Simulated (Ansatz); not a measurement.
Input file for `O=[Si]=O`:

```yaml
crystal:
  periodic: [false, false, false]
  atoms:
    - {symbol: O, position_ang: [0.697730, 1.229600, 0.518761]}
    - {symbol: Si, position_ang: [-0.000009, 0.000000, -0.000001]}
    - {symbol: O, position_ang: [-0.697731, -1.229610, -0.518760]}
basis:
  gaussian: {orbitals: cc-pV(D+d)Z}
correlation: {method: ccsd_t}
```

```sh
$ ansatz run in.yaml --threads 2 --pin off --events-out ev --progress --plain --max-ram 32768MiB --backend cpu
```

The program prints (abridged):

```
Functional definition: HF
516 factors; integrals over basis functions are off by at most 4.2e-4 eV
mean field evaluation 1: about -11931.0012 eV, gradient 5.1e1 eV
mean field evaluation 2: about -11931.0047 eV, gradient 5.1e1 eV
mean field evaluation 4: about -11936.1913 eV, gradient 2.0e0 eV
mean field evaluation 8: about -11936.2187 eV, gradient 6.8e-4 eV
mean field -11936.21865142 eV, -438.6479447802 hartree, gradient 7.8e-7 eV, S^2 0.000000; 0 other end points of the search recorded, 0 dependent functions left out
7 core orbitals not correlated: weight in the atoms' cores, before any rotation towards them, 1.000 or more for the frozen orbitals, at most 0.000 for the correlated occupied ones
reference -11936.21865142 eV, -438.6479447802 hartree; 8, 8 occupied and 36, 36 virtual orbitals, 516 factors
second order -12.80695979 eV of doubles, -0.00000000 eV of singles
cycle   1  -12.01034150 eV  change    8.0e-1 eV  update   1.5e-1
cycle   2  -12.52538605 eV  change   -5.2e-1 eV  update   5.9e-2
cycle   3  -12.67694296 eV  change   -1.5e-1 eV  update   2.7e-2
cycle   4  -12.66126214 eV  change    1.6e-2 eV  update   5.5e-3
cycle   5  -12.65788661 eV  change    3.4e-3 eV  update   1.6e-3
cycle   6  -12.65872825 eV  change   -8.4e-4 eV  update   5.6e-4
cycle   7  -12.65844995 eV  change    2.8e-4 eV  update   2.2e-4
cycle   8  -12.65838687 eV  change    6.3e-5 eV  update   6.9e-5
cycle   9  -12.65840035 eV  change   -1.3e-5 eV  update   3.0e-5
cycle  10  -12.65838887 eV  change    1.1e-5 eV  update   8.0e-6
perturbative correction -0.48630724 eV, -0.0178714615 hartree
Total energy: -11949.36334754 eV, -439.1310034526 hartree
```

Run time 1.1 s (2 threads of a server CPU on a shared host); peak host memory 0.23 GiB.

The correlation energy is -13.145 eV, 3.7 % of it from (T); the T1 diagnostic reads 0.0269.
